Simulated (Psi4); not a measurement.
**C2H2FS− (SMILES C=C(F)[S-]) at 4 levels**

Wanted: a comparison of 4 runs (HF/STO-3G, B3LYP/6-31G*, HSE06/6-311+G**) of C2H2FS−. 

The calculation is run with Psi4 1.11.

2 further runs of the same task are left out: 2 set aside as unsound or not needed.

## 1. Starting point

C2H2FS−: 6 atoms, total charge -1, spin state singlet. SMILES: `C=C(F)[S-]`. One bond was lengthened or shortened from a relaxed shape.

Bond lengths: C1–C2 1.339 Å, C2–F3 1.399 Å, C2–S4 1.684 Å, C1–H5 1.235 Å, C1–H6 1.079 Å. Angles: C1–C2–F3 114.8°, C1–C2–S4 129.1°, F3–C2–S4 116.1°, C2–C1–H5 120.2°, C2–C1–H6 121.5°, H5–C1–H6 118.3°.

## 2. A single-point energy at HF/STO-3G (run 1)

File c2h2fs.xyz:

```xyz
6
C2H2FS
C     -0.076178     0.674959     0.148864
C      0.164312    -0.642611     0.130724
F      0.665392    -1.164521     1.327684
S     -0.052678    -1.743891    -1.124566
H     -0.520330     1.238760    -0.856410
H      0.109192     1.269539     1.029424
```

File c2h2fs.py:

```python
import psi4

psi4.set_memory(1600000000)
psi4.set_num_threads(1)
psi4.core.set_output_file('psi4.out', False)

with open('c2h2fs.xyz') as f:
    atoms = ''.join(f.readlines()[2:])
mol = psi4.geometry('-1 1\n' + atoms + 'symmetry c1')

psi4.set_options({
    'reference': 'rhf',
    'puream': True,
    'e_convergence': 1e-09,
    'd_convergence': 1e-08,
    'scf_type': 'pk',
})

e_tot = psi4.energy("scf/STO-3G", molecule=mol)
print('E =', round(e_tot, 9))
for k, v in sorted(psi4.core.scalar_variables().items()):
    print(f'{k:45s} {v:18.10f}')
```

Launch:

```
$ python c2h2fs.py
```

psi4.out:

```text
[...]
  Running in c1 symmetry.
[...]
  Nuclear repulsion =  141.927483095571858
[...]
  Multiplicity = 1
[...]
  Nalpha       = 20
  Nbeta        = 20
[...]
    Number of basis functions: 26
[...]
   @RHF iter   1:  -566.85650322758681   -2.11347e+00   1.41312e-02 DIIS/ADIIS
[...]
   @RHF iter  11:  -566.96570398920778   -4.32010e-12   8.49957e-09 DIIS
[...]
  @RHF Final Energy:  -566.96570398920778
   => Energetics <=
    Nuclear Repulsion Energy =            141.9274830955718585
    One-Electron Energy =               -1083.9558847611888268
    Two-Electron Energy =                 375.0626976764091296
    Total Energy =                       -566.9657039892077819
[...]
 Multipole Moments:
 ------------------------------------------------------------------------------------
     Multipole            Electronic (a.u.)      Nuclear  (a.u.)        Total (a.u.)
 ------------------------------------------------------------------------------------
 L = 1.  Multiply by 2.5417464519 to convert [e a0] to [Debye]
 Dipole X            :          1.3820142           -1.1588691            0.2231451
 Dipole Y            :         -4.2829500            4.3367984            0.0538484
 Dipole Z            :          1.7223126           -1.0303467            0.6919658
 Magnitude           :                                                    0.7290474
[...]
```

On the terminal:

```text
E = -566.965703989
CURRENT ENERGY                                   -566.9657039892
CURRENT REFERENCE ENERGY                         -566.9657039892
DD SOLVATION ENERGY                                 0.0000000000
HF KINETIC ENERGY                                 562.9526005162
HF POTENTIAL ENERGY                             -1129.9183045054
HF TOTAL ENERGY                                  -566.9657039892
HF VIRIAL RATIO                                     2.0071286703
NUCLEAR REPULSION ENERGY                          141.9274830956
ONE-ELECTRON ENERGY                             -1083.9558847612
PCM POLARIZATION ENERGY                             0.0000000000
PE ENERGY                                           0.0000000000
SCF ITERATION ENERGY                             -566.9657039892
SCF ITERATIONS                                     11.0000000000
SCF TOTAL ENERGY                                 -566.9657039892
TWO-ELECTRON ENERGY                               375.0626976764
```

It took 2.3 s on 1 thread of Intel Xeon Platinum 8259CL at 2.50GHz (Skylake/Cascade Lake), shared host; peak memory 0.18 GiB.

## 3. Energy and gradient at B3LYP/6-31G(d) (spherical functions) (run 2)

File calc.in:

```
memory 1600 mb

molecule molecule1 {
  -1 1
  C
  C 1 r2
  F 2 r3 1 a3
  S 2 r4 1 a4 3 d4
  H 1 r5 2 a5 3 d5
  H 1 r6 5 a6 2 d6

  r2 = 1.339461
  r3 = 1.398637
  a3 = 114.82141
  r4 = 1.68394
  a4 = 129.06943
  d4 = 179.99768
  r5 = 1.2352
  a5 = 120.16709
  d5 = 179.99164
  r6 = 1.078551
  a6 = 118.33512
  d6 = 179.99806
  symmetry c1
}

set basis 6-31G*
set puream true
set e_convergence 1e-09
set d_convergence 1e-08
set scf_type pk
set dft_radial_points 99
set dft_spherical_points 590

energy_value, wavefunction = gradient("b3lyp", return_wfn=True)
oeprop(wavefunction, "LOWDIN_CHARGES", "MAYER_INDICES", "WIBERG_LOWDIN_INDICES")
print_variables()
```

Launch:

```
$ psi4 calc.in calc.out -n 1
```

calc.out:

```text
[...]
  Running in c1 symmetry.
[...]
  Nuclear repulsion =  141.927483291983009
[...]
  Multiplicity = 1
[...]
  Nalpha       = 20
  Nbeta        = 20
[...]
    Number of basis functions: 64
[...]
   @RKS iter   1:  -575.19600560075071   -2.96742e-01   9.98791e-03 DIIS/ADIIS
[...]
   @RKS iter  12:  -575.43918985814366   -9.09495e-13   3.30587e-09 DIIS
[...]
  @RKS Final Energy:  -575.43918985814366
   => Energetics <=
    Nuclear Repulsion Energy =            141.9274832919830089
    One-Electron Energy =               -1084.7847430649553644
    Two-Electron Energy =                 406.1449788157967191
    DFT Exchange-Correlation Energy =     -38.7269089009680556
    Empirical Dispersion Energy =           0.0000000000000000
    VV10 Nonlocal Energy =                  0.0000000000000000
    Total Energy =                       -575.4391898581436635
[...]
  -Total Gradient:
     Atom            X                  Y                   Z
    ------   -----------------  -----------------  -----------------
       1        0.000011147644    -0.052752501490     0.045380103573
       2       -0.000001631752     0.003251038736    -0.000890918918
       3       -0.000002674470     0.000900925957     0.003543867464
       4        0.000002582259    -0.015701077969    -0.019145805485
       5       -0.000012676919     0.060059981889    -0.034362125585
       6        0.000003253391     0.004233852822     0.005466276451
[...]
```

It took 17 s on 1 thread of Intel Xeon Platinum 8259CL at 2.50GHz (Skylake/Cascade Lake), shared host; peak memory 0.78 GiB.

Run 3 isn't shown in full; the table further down has it.

## 4. Energy and forces at HSE06/6-311+G(d,p) (run 4)

File job.in:

```
memory 1600 mb

molecule {
  -1 1
  C     -0.14395556     1.27548766     0.28131219
  C      0.31050468    -1.21435879     0.24703256
  F      1.25740865    -2.20062576     2.50895914
  S     -0.09954699    -3.29547638    -2.12512175
  H     -0.98328119     2.34091713    -1.61838035
  H      0.20634298     2.39908101     1.94532943
  units au
  symmetry c1
}

set {
  puream               true
  e_convergence        1e-09
  d_convergence        1e-08
  scf_type             pk
  dft_radial_points    99
  dft_spherical_points 590
}

result, w = gradient("hse06/6-311+G**", return_wfn=True)
```

Launch:

```
$ psi4 job.in job.out -n 1
```

job.out:

```text
[...]
  Running in c1 symmetry.
[...]
  Nuclear repulsion =  141.927483071732780
[...]
  Multiplicity = 1
[...]
  Nalpha       = 20
  Nbeta        = 20
[...]
    Number of basis functions: 108
[...]
   @RKS iter   1:  -574.82652225443599   -1.86220e-01   8.34935e-03 DIIS/ADIIS
[...]
   @RKS iter  13:  -575.23237830895107   -2.45564e-11   5.33727e-09 DIIS
[...]
  @RKS Final Energy:  -575.23237830895107
   => Energetics <=
    Nuclear Repulsion Energy =            141.9274830717327802
    One-Electron Energy =               -1083.9517030969548159
    Two-Electron Energy =                 403.4464954041956162
    DFT Exchange-Correlation Energy =     -36.6546536879246432
    Empirical Dispersion Energy =           0.0000000000000000
    VV10 Nonlocal Energy =                  0.0000000000000000
    Total Energy =                       -575.2323783089510698
[...]
  -Total Gradient:
     Atom            X                  Y                   Z
    ------   -----------------  -----------------  -----------------
       1        0.024245942656    -0.041162607411     0.049117933292
       2        0.000961232811     0.002459575601     0.004213057930
       3        0.000862479262    -0.003157505303     0.000797402408
       4       -0.000182531910     0.012362803708     0.006332674369
       5       -0.025499944999     0.033362404263    -0.057175559093
       6       -0.000378296176    -0.003852691909    -0.003252498846
[...]
```

Run time: 78 s. Hardware: 1 thread of Intel Xeon Platinum 8259CL at 2.50GHz (Skylake/Cascade Lake), shared host; peak memory 0.72 GiB.

## 5. The series

```csv
run,level,task,integration grid,energy (Eh),HOMO energy (eV),LUMO energy (eV),HOMO–LUMO gap (eV),wall time
1,HF/STO-3G,energy,–,-566.965704,2.85,16.15,13.30,2.3 s
2,B3LYP/6-31G* (spherical functions),gradient,99 radial × 590 angular,-575.439190,0.45,6.37,5.92,17 s
3,B3LYP/6-31G* (Cartesian functions),gradient,99 radial × 590 angular,-575.444728,0.45,6.37,5.92,16 s
4,HSE06/6-311+G**,gradient,99 radial × 590 angular,-575.232378,-0.11,3.74,3.85,78 s
```

## 6. What came out

| quantity | value |
| --- | --- |
| run 4: total energy | -575.23238 Eh |
| run 4: HOMO energy | -0.11 eV |
| run 4: LUMO energy | 3.74 eV |
| run 4: HOMO–LUMO gap (to an unbound level, set by the basis) | 3.85 eV |
| run 4: largest force on an atom | 3.648 eV/Å |

What this shows: The HOMO–LUMO gap runs from 3.85 eV (HSE06/6-311+G**) to 13.30 eV (HF/STO-3G). The two ends differ in method and basis. The empty levels of an anion lie above zero and hang on the basis. Totals of different functionals can't be ranked against each other. In runs 1, 2, 3 the HOMO lies above zero, so the outermost electron may be held by the basis alone. In run 1 the basis is minimal, so the values are rough. All runs together took 1.9 min, the longest 78 s.
